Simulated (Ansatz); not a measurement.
Reaction: CH2F2 (difluoromethane, SMILES FCF) → CHF2 (SMILES F[CH]F, doublet) + H (doublet) (the C-H bond breaks)
Each species at its own B3LYP-D3(BJ)/def2-TZVP minimum (Ansatz, a quantum-chemistry and plane-wave program).

Total energies in hartree (Ansatz). Open shells are spin-unrestricted; no spin-orbit coupling. Correlated methods leave the cores frozen. No relativity. For partners of very few electrons the exact lower level stands in for a higher one.

```csv
species,HF/cc-pVTZ,CCSD(T)/cc-pVTZ,HF/cc-pVQZ,CCSD(T)/cc-pVQZ,CCSD(T)/cc-pVDZ,CCSDT(Q)/cc-pVDZ
1: CH2F2 (SMILES FCF),-237.99426,-238.69921,-238.01390,-238.77622,-238.45005,-238.45157
"2: CHF2 (SMILES F[CH]F, doublet)",-237.36012,-238.02815,-237.37981,-238.10338,-237.78610,-237.78775
3: H (doublet),-0.49981,-0.49981,-0.49995,-0.49995,-0.49928,-0.49928
```

### Question
Work out the bond dissociation energy (electronic) in kcal/mol: take Hartree-Fock from cc-pVQZ, extrapolate the CCSD(T) correlation energy as X^-3 (X = 3, 4), and add CCSDT(Q) - CCSD(T) in cc-pVDZ. 1 hartree = 627.51 kcal/mol.

### Answer

Species 1: correlation (64·(-0.76232) - 27·(-0.70495))/37 = -0.80418; step -0.00152; E1 = -238.01390 + (-0.80418) + (-0.00152) = -238.81960
Species 2: correlation (64·(-0.72357) - 27·(-0.66803))/37 = -0.76410; step -0.00165; E2 = -237.37981 + (-0.76410) + (-0.00165) = -238.14556
Species 3: correlation (64·(0.00000) - 27·(0.00000))/37 = 0.00000; step +0.00000; E3 = -0.49995 + (0.00000) + (+0.00000) = -0.49995
-1·E1 +1·E2 +1·E3 = 0.17409 hartree = 109.2 kcal/mol.
